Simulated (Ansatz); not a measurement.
## Worked example: C5H11N + NaSH → C5H10S + NaNH2

Species: C5H11N (cyclopentylamine) `NC1CCCC1`, singlet; NaSH `[Na][SH]`, singlet; C5H10S (cyclopentanethiol) `SC1CCCC1`, singlet; NaNH2 `[NH2][Na]`, singlet. The partners trade NH2 for SH: C–NH2 and Na–SH bonds give way to C–SH and Na–NH2.

Shapes, held fixed at every level: PBE0-D4/def2-TZVP. Flexible molecules stand in one conformer, not always the lowest. Programs: Ansatz 0.2.0. Electronic energies: no zero-point or thermal term.

At CCSD(T)/def2-TZVPP; 1 Eh = 2625.50 kJ/mol:

| species | energy (Eh) |
| --- | --- |
| C5H11N | -251.459801 |
| NaSH | -560.405053 |
| C5H10S | -593.923341 |
| NaNH2 | -217.894701 |

Work out ΔE of the reaction at this level.


1. Products less reactants: (-593.923341) + (-217.894701) − [(-251.459801) + (-560.405053)] = 0.046812 Eh = +122.9 kJ/mol.

Other levels give +118.4 (PBE-D4/def2-TZVPP) to +152.0 kJ/mol (HF/def2-TZVPP). No measured value is set beside it here. Correlated rows may include outer-core shells of Na, which these sets cover unevenly.
